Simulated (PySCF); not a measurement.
## Chlorine: a sound run and one with changed settings

Sound run: Cl [Ne] 3s2 3p5, Cl⁺ [Ne] 3s2 3p4. Calculation: PySCF 2.14, in pcseg-2 (5s4p2d1f, 34 functions); the non-relativistic Hamiltonian (point nucleus). In the sound run the correlated levels freeze [Ne]. The sound run starts from symmetry-adapted Hartree-Fock orbitals and uses a fine grid where one is needed.

A second run was set up differently.

```csv
species,method,sound run (hartree),changed run (hartree),converged
Cl,MP2,-459.62602,-459.68095,yes
Cl,CCSD(T),-459.65376,-459.70668,yes
Cl⁺,MP2,-459.16156,-459.21626,yes
Cl⁺,CCSD(T),-459.18992,-459.24279,yes
```

Ionisation energy of Cl:

```json
{"method": "UHF", "sound run (eV)": "11.794", "changed run (eV)": "11.794"}
{"method": "MP2", "sound run (eV)": "12.638", "changed run (eV)": "12.645"}
{"method": "SCS-MP2", "sound run (eV)": "12.636", "changed run (eV)": "12.640"}
{"method": "CCSD", "sound run (eV)": "12.598", "changed run (eV)": "12.598"}
{"method": "CCSD(T)", "sound run (eV)": "12.622", "changed run (eV)": "12.623"}
```

(1) What was changed?
A. all electrons correlated in a valence basis
B. a valence shell is frozen
C. level shift left on
D. minimal basis

Answers

(1) A. A valence basis has no tight correlating functions, so it recovers only part of the core correlation, and not evenly between atom and ion.
